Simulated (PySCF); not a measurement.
Isomers of C7H8O. Method used: PySCF 2.14.0, PBE0-D3(BJ)/def2-TZVP geometry optimisation, gas phase. Energies are electronic, without zero-point or thermal terms, for one conformer each. No frequencies were run at this level. Point groups hold within 0.08 Å.

Question: Rank from lowest to highest electronic energy at this level (kJ/mol).
A. `[CH3:1][c:2]1[cH:3][cH:4][cH:5][c:6]([OH:7])[cH:8]1` with C5–C6–O7–H 179° (m-cresol)
B. `[CH3:1][O:2][c:3]1[cH:4][cH:5][cH:6][cH:7][cH:8]1` with C1–O2–C3–C4 -179° (anisole)

Answer: A (0.0), B (52.7).

As drawn, the lower has an O–H bond, which the higher lacks.

```tsv
SMILES	E (Eh)	E rel (kJ/mol)	dipole (D)	point group	A, B, C (MHz)
Cc1cccc(O)c1	-346.52283	0.0	1.64	–	3706, 1814, 1227
COc1ccccc1	-346.50275	52.7	1.28	Cs	5094, 1589, 1221
```

How do the relative energies change in single points at PBE0/pcSseg-2 (no added dispersion term) on the same geometries?

| SMILES | PBE0-D3(BJ)/def2-TZVP (kJ/mol) | PBE0/pcSseg-2 (kJ/mol) | shift |
| --- | --- | --- | --- |
| Cc1cccc(O)c1 | 0.0 | 0.0 | 0.0 |
| COc1ccccc1 | 52.7 | 54.7 | +2.0 |

Each column counts from its own lowest isomer. The order is unchanged; the largest shift is 2.0 kJ/mol.
